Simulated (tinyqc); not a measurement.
CIS on RHF in the sto-3g basis, frozen core, for HF, spin multiplicity 1, step by step. One step of it, computed by the program tinyqc.

Task: Iteration 1: building the Fock matrix. J_ij = sum D_kl (ij|kl), K_ij = sum D_kl (ik|jl); F = H + J - 0.5 K; E = tr D H + tr D J / 2 - 0.25 tr D K + E_nn.

D at the start, lower triangle:
```
            1F 1s      1F 2s    1F 2px    1F 2py    1F 2pz     2H 1s
1F 1s    2.157009
1F 2s   -0.507500   2.136307
1F 2px   0.000000   0.000000  1.636736
1F 2py   0.000000   0.000000  0.000000  1.636736
1F 2pz   0.011436  -0.061617  0.000000  0.000000  1.546167
2H 1s   -0.015040   0.055138  0.000000  0.000000  0.171909  1.010626
```

core Hamiltonian H = T + V (hartree), lower triangle:
```
             1F 1s       1F 2s     1F 2px     1F 2py     1F 2pz      2H 1s
1F 1s   -40.471943
1F 2s    -9.496033  -10.949754
1F 2px    0.000000    0.000000  -8.627103
1F 2py    0.000000    0.000000   0.000000  -8.627103
1F 2pz   -0.009032   -0.112197   0.000000   0.000000  -8.687307
2H 1s    -1.052173   -2.488134   0.000000   0.000000  -1.767762  -4.429262
```

Two-electron integrals (ij|kl) in chemists' order, unique and non-zero (hartree):
```
(11|11) 5.403501   (21|11) 0.841920   (21|21) 0.156299   (22|11) 1.268028
(22|21) 0.292344   (22|22) 0.926167   (31|31) 0.027998   (32|31) 0.043169
(32|32) 0.204588   (33|11) 1.264502   (33|21) 0.292403   (33|22) 0.925959
(33|33) 0.997514   (41|41) 0.027998   (42|41) 0.043169   (42|42) 0.204588
(43|43) 0.053770   (44|11) 1.264502   (44|21) 0.292403   (44|22) 0.925959
(44|33) 0.889973   (44|44) 0.997514   (51|51) 0.027998   (52|51) 0.043169
(52|52) 0.204588   (53|53) 0.053770   (54|54) 0.053770   (55|11) 1.264502
(55|21) 0.292403   (55|22) 0.925959   (55|33) 0.889973   (55|44) 0.889973
(55|55) 0.997514   (61|11) 0.093594   (61|21) 0.017241   (61|22) 0.032088
(61|33) 0.032039   (61|44) 0.032039   (61|51) 0.000692   (61|52) 0.001307
(61|55) 0.032191   (61|61) 0.001921   (62|11) 0.255281   (62|21) 0.059724
(62|22) 0.213317   (62|33) 0.210107   (62|44) 0.210107   (62|51) 0.004056
(62|52) 0.032696   (62|55) 0.219525   (62|61) 0.006693   (62|62) 0.062308
(63|31) 0.006029   (63|32) 0.036574   (63|53) 0.006745   (63|63) 0.008922
(64|41) 0.006029   (64|42) 0.036574   (64|54) 0.006745   (64|64) 0.008922
(65|11) 0.181342   (65|21) 0.042945   (65|22) 0.164236   (65|33) 0.157392
(65|44) 0.157392   (65|51) 0.008567   (65|52) 0.060228   (65|55) 0.177735
(65|61) 0.004996   (65|62) 0.058971   (65|65) 0.064379   (66|11) 0.440103
(66|21) 0.104621   (66|22) 0.432042   (66|33) 0.418429   (66|44) 0.418429
(66|51) 0.008195   (66|52) 0.094489   (66|55) 0.458858   (66|61) 0.011774
(66|62) 0.168082   (66|65) 0.185514   (66|66) 0.774606
```

nuclear repulsion = 4.02246191 hartree

Give: Coulomb J; exchange K; Fock matrix F; total energy of this density.

Result:

Coulomb J (hartree), lower triangle:
```
         1F 1s  1F 2s  1F 2px  1F 2py  1F 2pz  2H 1s
1F 1s   20.137
1F 2s    3.818  9.395
1F 2px   0.000  0.000   9.373
1F 2py   0.000  0.000   0.000   9.373
1F 2pz   0.007  0.096   0.000   0.000   9.413
2H 1s    0.422  2.166   0.000   0.000   1.697  4.699
```

exchange K (hartree), lower triangle:
```
         1F 1s  1F 2s  1F 2px  1F 2py  1F 2pz  2H 1s
1F 1s   11.271
1F 2s    1.934  3.101
1F 2px   0.000  0.000   2.273
1F 2py   0.000  0.000   0.000   2.273
1F 2pz   0.006  0.052   0.000   0.000   2.305
2H 1s    0.237  0.869   0.000   0.000   0.634  1.117
```

Fock matrix F (hartree), lower triangle:
```
          1F 1s   1F 2s  1F 2px  1F 2py  1F 2pz   2H 1s
1F 1s   -25.971
1F 2s    -6.645  -3.105
1F 2px    0.000   0.000  -0.390
1F 2py    0.000   0.000   0.000  -0.390
1F 2pz   -0.005  -0.043   0.000   0.000  -0.427
2H 1s    -0.749  -0.757   0.000   0.000  -0.388  -0.289
```

total energy of this density = -99.15882 hartree

This density is the starting one; it is not idempotent, so its energy is not variational and may lie below the converged one.
